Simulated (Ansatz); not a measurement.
# BF (singlet): inputs that go wrong

4 inputs are run for BF (singlet) as typed; the log has to tell whether the result can be used and what must change.

The runs use Ansatz 0.2.0, Gaussian basis; the settings change from run to run.

7 further runs of the same task are left out: 1 that didn't finish, 6 set aside as unsound or not needed.

## 1. The system

The geometry is a PBE0/def2-TZVP stationary point (not a proven minimum).

2 atoms, charge 0, spin multiplicity 1.

Atoms are counted from 1 here; the program's logs count them from 0.

Bond lengths: B1–F2 1.263 Å.

Coordinates:

```mol
BF
  3D, bonds by distance, orders not assigned

  2  1  0  0  0  0  0  0  0  0999 V2000
    0.0000    0.0000    0.0000 B   0  0
    0.0000    0.0000    1.2631 F   0  0
  1  2  8  0
M  END
```

## 2. Input 1

The input, in.yaml:

```yaml
crystal:
  periodic: [false, false, false]
  atoms:
    - {symbol: B, position_ang: [0.000000, 0.000000, 0.000000]}
    - {symbol: F, position_ang: [0.000000, 0.000000, 1.263100]}
basis:
  gaussian: {orbitals: STO-3G}
correlation: {method: sc_nevpt2, electrons: outside_noble_gas, active_space: {window: {electrons: 2, orbitals: 2}, states: [{multiplicity: 1, irrep: 12, weights: [1]}]}}
scf: {lower_state_search: full}
```

The run is started by

```
$ ansatz run in.yaml --threads 1 --pin off --events-out ev --progress --plain --max-ram 2393MiB
```

What it wrote:

```text
Functional definition: HF
  name "HF"
  cite "Fock, Z. Phys. 61, 126 (1930) doi:10.1007/BF01340294"
  parent pbe
  exchange = exact_x
  correlation = 0
149 factors; integrals over basis functions are off by at most 5.5e-8 eV
mean field evaluation 1: about -3328.7854 eV, gradient 1.3e1 eV
mean field evaluation 2: about -3328.8130 eV, gradient 1.3e1 eV
mean field evaluation 4: about -3329.4788 eV, gradient 5.8e-1 eV
mean field evaluation 8: about -3329.4800 eV, gradient 2.0e-6 eV
mean field -3329.48002418 eV, -122.3561340859 hartree, gradient 1.3e-6 eV, S^2 0.000000; 0 other end points of the search recorded, 0 dependent functions left out
reference -3329.48002418 eV, -122.3561340859 hartree; 7, 7 occupied and 3, 3 virtual orbitals, 149 factors
Error: the irrep 12 is not accepted for these orbitals, which take A1, B1, B2, A2, or 1 to 4
```

It took 0.32 s on 1 thread of AMD EPYC, shared host.

What is wrong: The run stopped with an error. The symmetry label isn't in the molecule's group. Cure: name an irrep that the log lists.

## 3. Input 2

The input, in.yaml:

```yaml
crystal:
  periodic: [false, false, false]
  atoms:
    - {symbol: B, position_ang: [0.000000, 0.000000, 0.000000]}
    - {symbol: F, position_ang: [0.000000, 0.000000, 1.263100]}
basis:
  gaussian: {orbitals: 6-31G, point_charges: [{charge: 1.00, position_ang: [4.717, -0.972, -0.582]}]}
magnetization: {spin_polarized: false}
hamiltonian: {xc: {name: r2SCAN}}
correlation: {method: sc_nevpt2, electrons: outside_noble_gas}
accuracy: high
```

The command is unchanged.

What it wrote:

```text
Error: this correlation method needs an active space: name one as the reference
```

It took 0.07 s on 1 thread of AMD EPYC, shared host.

**Diagnosis.** The run was refused. This method needs an active space and has none. Fix: add an active_space block.

## 4. Input 3

The input, in.yaml:

```yaml
crystal:
  periodic: [false, false, false]
  atoms:
    - {symbol: B, position_ang: [0.000000, 0.000000, 0.000000]}
    - {symbol: F, position_ang: [0.000000, 0.000000, 0.668433]}
basis:
  gaussian: {orbitals: def2-SVP}
magnetization: {spin_polarized: true, initial_magnetization: 0}
hamiltonian: {xc: {name: r2SCAN}}
correlation: {method: ccsdt_q, electrons: outside_noble_gas}
scf: {lower_state_search: light}
```

The command is unchanged.

What it wrote (excerpt; [...] marks lines left out):

```text
Functional definition: r2SCAN
  name "r2SCAN"
  cite "Furness, Kaplan, Ning, Perdew & Sun, J. Phys. Chem. Lett. 11, 8208 (2020) doi:10.1021/acs.jpclett.0c02405"
  cite "Furness, Kaplan, Ning, Perdew & Sun, J. Phys. Chem. Lett. 11, 9248 (2020) doi:10.1021/acs.jpclett.0c03077"
  parent r2scan
[...]
453 factors; integrals over basis functions are off by at most 1.2e-7 eV
[...]
a density is far from that of the atoms, so the factors are made again for it
499 factors; integrals over basis functions are off by at most 1.8e-7 eV
[...]
mean field -3335.63547337 eV, -122.5823426715 hartree, gradient 1.3e-6 eV, S^2 0.000000; 1 other end points of the search recorded, 0 dependent functions left out
2 core orbitals not correlated: weight in the atoms' cores, before any rotation towards them, 0.996 or more for the frozen orbitals, at most 0.002 for the correlated occupied ones
reference -3322.19146451 eV, -122.0882844585 hartree; 5, 5 occupied and 21, 21 virtual orbitals, 499 factors
second order -5.82795002 eV of doubles, -0.08462874 eV of singles
cycle   1  -6.06745351 eV  change   -1.6e-1 eV  update   4.7e-2
[...]
cycle  10  -6.29385769 eV  change   -2.5e-7 eV  update   8.3e-7
perturbative correction -0.00412354 eV, -0.0001515372 hartree
Total energy: -3328.48944574 eV, -122.3197309997 hartree
```

Run time: 19 s. Hardware: 1 thread of AMD EPYC, shared host.

What is wrong: The run converged, which proves nothing about the input. The coordinates are scaled by the bohr-ångström factor. The shortest distance is 0.67 Å, against 1.26 Å in the geometry of step 1. Its energy belongs to another geometry. Cure: restore the coordinates in ångström.

## 5. Input 4

The input, in.yaml:

```yaml
crystal:
  periodic: [false, false, false]
  atoms:
    - {symbol: B, position_ang: [0.000000, 0.000000, 0.000000]}
    - {symbol: F, position_ang: [0.000000, 0.000000, 1.263100]}
basis:
  gaussian: {orbitals: 6-31G}
magnetization: {spin_polarized: true, initial_magnetization: 4}
correlation: {method: ccsdt_q, electrons: outside_noble_gas}
scf: {lower_state_search: off}
output: {forces: true}
```

Launched as before.

What it wrote (excerpt; [...] marks lines left out):

```text
Functional definition: HF
  name "HF"
  cite "Fock, Z. Phys. 61, 126 (1930) doi:10.1007/BF01340294"
  parent pbe
[...]
348 factors; integrals over basis functions are off by at most 6.9e-8 eV
[...]
mean field -3365.17828552 eV, -123.6680209932 hartree, gradient 2.1e-6 eV, S^2 6.002160; 0 other end points of the search recorded, 0 dependent functions left out
2 core orbitals not correlated: weight in the atoms' cores, before any rotation towards them, 1.000 or more for the frozen orbitals, at most 0.000 for the correlated occupied ones
reference -3365.17828552 eV, -123.6680209932 hartree; 7, 3 occupied and 9, 13 virtual orbitals, 348 factors
second order -2.36698996 eV of doubles, -0.00000000 eV of singles
cycle   1  -2.53070955 eV  change   -1.6e-1 eV  update   3.3e-2
[...]
cycle  13  -2.65173015 eV  change    2.5e-7 eV  update   8.1e-7
perturbative correction -0.00069800 eV, -0.0000256511 hartree
[...]
Total energy: -3367.83071368 eV, -123.7654959300 hartree
Atom 0 at     0.000000     0.000000     0.000000 Å, force     0.000000    -0.000000   -18.690829 eV/Å
Atom 1 at     0.000000     0.000000     1.263100 Å, force     0.000000    -0.000000    18.690829 eV/Å
Dipole moment:    -0.000000    -0.000000     0.616087 e Å
Checks for a lower state left out: starts, cluster_reference, orbital_swaps, neighbouring_geometries, increment
```

Wall time 27 s (1 thread of AMD EPYC, shared host).

Diagnosis: The run converged, which proves nothing about the input. Far too many unpaired electrons are asked for. Its energy belongs to the state of multiplicity 5, not to the singlet that was meant. To mend it, set initial_magnetization to that of the wanted state.

## 6. How the runs ended

| input | level | ended | cause | time |
| --- | --- | --- | --- | --- |
| 1 | NEVPT2(2,2)/STO-3G | stopped by an error | the symmetry label isn't in the molecule's group | 0.32 s |
| 2 | 'sc_nevpt2'/6-31G | refused | this method needs an active space and has none | 0.07 s |
| 3 | CCSDT(Q)/def2-SVP | converged | the coordinates are scaled by the bohr-ångström factor | 19 s |
| 4 | CCSDT(Q) on UHF/6-31G | converged | far too many unpaired electrons are asked for | 27 s |

1 stopped by an error, 1 refused, 2 converged. The input that converges on a wrong geometry or spin is the dangerous one: no error points at it, so geometry and ⟨S²⟩ have to be checked.
